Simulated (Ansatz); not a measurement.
Abstraction of F: SF2 + C4H7 → SF + C4H7F

Species: SF2 `FSF`, singlet; C4H7 `[CH]1CCC1`, doublet; SF (Monosulfur monofluoride), doublet; C4H7F `FC1CCC1`, singlet. A radical takes F: the energy is the difference in strength between the S–F bond broken and the C–F bond made.

Shapes, held fixed at every level: PBE0-D4/def2-TZVP. Programs: Ansatz 0.2.0. The zero-point and thermal change to 298 K, harmonic and unscaled (PBE0-D4/def2-TZVP), is +11.8 kJ/mol.

```tsv
level	kind	ΔH(298 K) (kJ/mol)	less CCSD(T)/CBS estimate
HF/def2-SVP	Hartree–Fock	-157.8	-46.5
HF/def2-TZVPP	Hartree–Fock	-126.5	-15.2
PBE0-D4/def2-TZVPP	global hybrid	-104.5	+6.8
r2SCAN0-D4/def2-TZVPP	global hybrid	-103.0	+8.3
wB97M-V/def2-TZVPP	range-separated hybrid	-106.6	+4.7
wB97X-V/def2-TZVPP	range-separated hybrid	-112.8	-1.5
CCSD/def2-TZVPP	coupled cluster or CI	-123.3	-12.0
CCSD(T)/CBS estimate	coupled cluster or CI	-111.3	0.0
```

The highest level, CCSD(T)/CBS estimate, gives ΔH(298 K) = -111.3 kJ/mol; the levels span -157.8 to -103.0. The column of differences is taken from that level and isn't an error. No measured value is set beside it here. Open shells run unrestricted. The CBS estimate extrapolates MP2 from def2-TZVPP and def2-QZVPP and adds CCSD(T) − MP2 in the triple-zeta set, cores frozen.
